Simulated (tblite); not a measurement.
Compound: C5H8Cl (doublet state).
Structure used (GFN2-xTB), in Å, numbered top down from 1:
```
atom  x, y, z in Å
C1    -0.8875   -1.0055    0.7502
C2    -0.3877   -0.3126   -0.5250
C3    -0.8368    1.1545   -0.5786
C4     1.0606   -0.3951   -0.6020
C5     2.1942   -0.1124   -0.0987
Cl6    2.3683    0.8438    1.4628
H7    -0.4822   -0.5056    1.6261
H8    -0.5731   -2.0459    0.7694
H9    -1.9735   -0.9650    0.7914
H10   -0.8175   -0.8356   -1.3912
H11   -1.9225    1.2102   -0.5469
H12   -0.4307    1.6976    0.2709
H13   -0.4868    1.6291   -1.4918
H14    3.1747   -0.3577   -0.4587
```

Computed values, GFN2-xTB/tblite, gas phase, harmonic and unscaled. Against measured fundamentals such values can be off by several per cent, at times by over 20. One conformer, not necessarily the lowest. Open shells enter through the occupations alone, without spin polarisation, and single modes of such species can be off by tens of per cent.

Harmonic wavenumbers (cm⁻¹): 25.6, 79.8, 191.4, 201.7, 221.3, 310.6, 369.5, 459.6, 482.0, 563.9, 724.6, 834.2, 940.3, 947.8, 978.1, 1083.9, 1101.5, 1121.3, 1163.7, 1259.1, 1281.5, 1391.2, 1405.6, 1481.4, 1488.0, 1489.7, 1498.8, 1837.3, 2868.0, 3031.1, 3035.4, 3043.9, 3045.9, 3050.1, 3051.9, 3111.2.

A = 4645, B = 1574, C = 1572 MHz; mass 103.031 u (most abundant isotopes); point group Cs, symmetry number 1; spin multiplicity 2.

Task: What is the zero-point energy?

Result: Half the sum of the wavenumbers: 24585 cm⁻¹ = 70.29 kcal/mol.

Task: What is S at 500 K and 1 bar for an ideal gas of classical rigid rotors and harmonic oscillators?

Result: Translation 42.40, rotation 29.27, vibration 35.77, spin (R ln 2) 1.38: S = 108.8 cal/(mol K).

Task: And Cp and H(500 K) − H(0)?

Result: Cp = 41.11 cal/(mol K), of which vibrations give 33.16 (their classical limit is 36 R = 71.5); H(500 K) − H(0) = 12.75 kcal/mol without the zero-point energy, 8.78 from vibrations.

Task: Blend soft modes into free rotors: weight 1/[1 + (100 cm⁻¹/ν̃)⁴] for the oscillator and the rest for a rotor with moment μB/(μ + B), μ = h/(8π²ν), B = 10⁻⁴⁴ kg m². What vibrational entropy results?

Result: 32.33 cal/(mol K) in place of 35.77, which changes −T·S at 500 K by +1.72 kcal/mol.

Task: How do the functions run with temperature in this model?

Result: 
```csv
T (K),S (cal/(mol K)),Cp (cal/(mol K)),H − H(0) (kcal/mol),G − H(0) (kcal/mol),ln q(vib)
50,58.2,11.8,0.50,-2.42,0.77
100,67.6,15.7,1.18,-5.58,1.74
298.15,90.9,28.9,5.63,-21.46,5.52
373.15,97.9,33.8,7.99,-28.54,6.90
750,127.7,51.8,24.46,-71.29,13.45
1000,143.6,59.1,38.38,-105.25,17.43
```

q(vib) and H(0) count from the zero-point level.

Task: What must be added to the electronic energy to get the Gibbs energy at 500 K and 1 bar?

Result: ZPE + [H(500 K) − H(0)] − T·S = 70.29 + 12.75 − 54.41 = 28.63 kcal/mol.

Hindered rotation and anharmonicity are outside this model. Other conformers, if any are populated, would add a mixing term that is left out.
